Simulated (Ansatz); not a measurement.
Born–Oppenheimer molecular dynamics of C2H2Li (5 atoms, charge 1, multiplicity 1). It starts from a relaxed structure.

These are results of Ansatz 0.2.0, RKS r2SCAN-D4/def2-SVP, not measurements.

```
ensemble                      : NVE (velocity Verlet)
time step                     : 0.5 fs
steps asked                   : 150
starting velocities drawn for : 300 K
seed                          : 932210
```

First frame:

```xyz
5
Properties=species:S:1:pos:R:3
Li -2.444 0.674 -0.859
C -0.532 0.145 -0.186
C 0.641 -0.178 0.226
H 0.911 -1.229 0.434
H 1.423 0.587 0.386
```

(1) How far do the bonds stretch over the last three quarters of this one trajectory? (Pairs bonded in most of those frames.)

## Answers

(1) 
```csv
bond,mean (Å),spread (Å),shortest,longest
Li1–C2,2.090,0.021,2.06,2.12
C2–C3,1.283,0.014,1.26,1.30
C3–H4,1.102,0.041,1.04,1.17
C3–H5,1.117,0.020,1.09,1.16
```

Mean temperature of the second half: 145 K. The conserved energy stayed within 0.31 meV per atom of its start (net change 0.16 meV per atom), so the integration is sound. Over the second half the temperature averaged 0.48 of the 300 K drawn at the start: a run that starts near a minimum puts about half its kinetic energy into the potential. A run of 0.075 ps of so small a system gives no equilibrium averages.

Time of the run: 5.5 min on 1 thread of Intel(R) Xeon(R) Platinum 8259CL CPU @ 2.50GHz (Skylake/Cascade Lake) (shared host), peak memory 0.13 GiB.
